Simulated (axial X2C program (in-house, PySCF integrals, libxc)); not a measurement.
Si₂⁺ at several levels of theory

All values were computed with an in-house relativistic program for diatomic molecules. Spin-free means the one-electron spin-free X2C Hamiltonian; two-component (2c) means X2C with spin–orbit coupling and atomic mean-field two-electron Coulomb and Gaunt terms, so the difference of the two also holds small scalar two-electron terms. Basis: Si dyall-v3z [8s7p2d1f] (cores contracted in-house); Gaussian nuclei, density fitting, unrestricted open shells. Masses: Si 27.977 u.

State, spin-free: M_S = 3/2, Λ = 0 (beyond evenly filled blocks: σα, π+α, π-α); electrons by block: σα: 9, σβ: 8, π+α: 3, π+β: 2, π-α: 3, π-β: 2. Fragments: Si+ + Si.

State, 2c: Ω = 3/2 (⟨Sz⟩ = 1.50, ⟨Lz⟩ = 0.00 at PBE0); electrons by block: 1/2: 11, -1/2: 11, 3/2: 3, -3/2: 2. Fragments: Si+ + Si.

```json
{"Hamiltonian": "spin-free", "level": "PBE0", "Re (Å)": "2.281", "ωe (cm⁻¹)": "466.8", "Be (cm⁻¹)": "0.2315", "De (eV)": "3.66", "k (mdyn/Å)": "1.8"}
{"Hamiltonian": "spin-free", "level": "HF", "Re (Å)": "2.263", "ωe (cm⁻¹)": "498.0", "Be (cm⁻¹)": "0.2354", "De (eV)": "2.29", "k (mdyn/Å)": "2.04"}
{"Hamiltonian": "spin-free", "level": "MP2", "Re (Å)": "2.268", "ωe (cm⁻¹)": "491.0", "Be (cm⁻¹)": "0.2343", "De (eV)": "3.36", "k (mdyn/Å)": "1.99"}
{"Hamiltonian": "spin-free", "level": "CCSD", "Re (Å)": "2.276", "ωe (cm⁻¹)": "479.4", "Be (cm⁻¹)": "0.2327", "De (eV)": "3.17", "k (mdyn/Å)": "1.89"}
{"Hamiltonian": "spin-free", "level": "CCSD(T)", "Re (Å)": "2.284", "ωe (cm⁻¹)": "469.2", "Be (cm⁻¹)": "0.231", "De (eV)": "3.36", "k (mdyn/Å)": "1.81"}
{"Hamiltonian": "spin-free", "level": "LDA", "Re (Å)": "2.289", "ωe (cm⁻¹)": "448.1", "Be (cm⁻¹)": "0.2299", "De (eV)": "4.32", "k (mdyn/Å)": "1.66"}
{"Hamiltonian": "2c", "level": "PBE0", "Re (Å)": "2.282", "ωe (cm⁻¹)": "466.7", "Be (cm⁻¹)": "0.2315", "De (eV)": "3.66", "k (mdyn/Å)": "1.8"}
{"Hamiltonian": "2c", "level": "HF", "Re (Å)": "2.263", "ωe (cm⁻¹)": "497.8", "Be (cm⁻¹)": "0.2353", "De (eV)": "2.28", "k (mdyn/Å)": "2.04"}
{"Hamiltonian": "2c", "level": "MP2", "Re (Å)": "2.268", "ωe (cm⁻¹)": "490.8", "Be (cm⁻¹)": "0.2343", "De (eV)": "3.36", "k (mdyn/Å)": "1.99"}
{"Hamiltonian": "2c", "level": "CCSD", "Re (Å)": "2.276", "ωe (cm⁻¹)": "479.3", "Be (cm⁻¹)": "0.2327", "De (eV)": "3.15", "k (mdyn/Å)": "1.89"}
{"Hamiltonian": "2c", "level": "CCSD(T)", "Re (Å)": "2.284", "ωe (cm⁻¹)": "469.1", "Be (cm⁻¹)": "0.2309", "De (eV)": "3.35", "k (mdyn/Å)": "1.81"}
{"Hamiltonian": "2c", "level": "LDA", "Re (Å)": "2.290", "ωe (cm⁻¹)": "448.0", "Be (cm⁻¹)": "0.2299", "De (eV)": "4.33", "k (mdyn/Å)": "1.65"}
```

Correlated methods: 7 electrons correlated (number of frozen shells: Si 2 s, 1 p), 141 virtual spin orbitals or spinors in MP2, 90 natural virtuals in coupled cluster.

The state is a single determinant with fixed occupations, the lowest that a limited PBE0 search found. Dissociation energies refer to the lowest single-determinant-based atoms at the same level and basis. Density functionals use the spin component along the axis (collinear). CCSD and (T) use frozen natural virtuals with an MP2 correction for the truncation; (T) itself is uncorrected, so its De runs slightly low. In 2c an atomic determinant is not the ground J level, so De misses part of the atomic spin–orbit lowering. This holds for PBE0, MP2, CCSD, CCSD(T), LDA. PBE0 can misorder states that lie within some tenths of an eV, so this need not be the ground state of the molecule. The nearest other spin-free determinant of the search, M_S = 1/2, Λ = 0, lies 0.31 eV up at the distance of the search. The functionals have no current-density term, which raises determinants with orbital currents, atoms included. With several unpaired electrons one determinant need not be a pure state. This is the top spin component of a Σ state; components of lower Ω are not single determinants and can lie lower.

Rough cost a point (2c) on 1 thread(s) of a shared host, integrals apart: PBE0 0.24 s, HF 0.11 s, CCSD(T) 3 s, LDA 0.09 s.

The whole task took 62 s on 1 thread of Intel(R) Xeon(R) Processor @ 2.30GHz, on a shared host.
